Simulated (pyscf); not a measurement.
**Routes from H₃C–SiH₃ (SMILES C[SiH3]) + H₂ (SMILES [H][H])**

Candidate steps break at most two bonds and form at most two. Each was searched with GFN2-xTB (tblite) first. Structures and frequencies: ωB97X-D3(BJ)/def2-SVP in PySCF. Energies: ωB97M-D3(BJ)/def2-TZVP, kJ/mol, from the separated reactants, singlet surface; ΔG‡ with ideal gas, 1 atm, RRHO with modes under 100 cm⁻¹ raised to 100, one conformer, R ln 2 for chiral ones without a mode under 150 cm⁻¹.

| products | type | ΔE‡ | ΔE | ΔG‡ 298 K | ΔG‡ 900 K | ν‡ (cm⁻¹) |
|---|---|---|---|---|---|---|
| H₃C–SiH₃ + H₂ | four-centre exchange (H–Si, H–H broken, H–Si, H–H formed) | 283.1 | 0.0 | 314.2 | 380.4 | 1787i |
| CH₄ + SiH₄ | four-centre exchange | 301.1 | -29.2 | 337.2 | 408.7 | 1724i |
| H₃C–SiH₃ + H₂ | four-centre exchange (C–H, H–H broken, C–H, H–H formed) | 472.9 | 0.0 | 500.4 | 574.3 | 2185i |

Plain bond fissions and candidates not yet searched are not listed, and one of them may be faster. Each barrier is that of the saddle found; lower ones may exist.
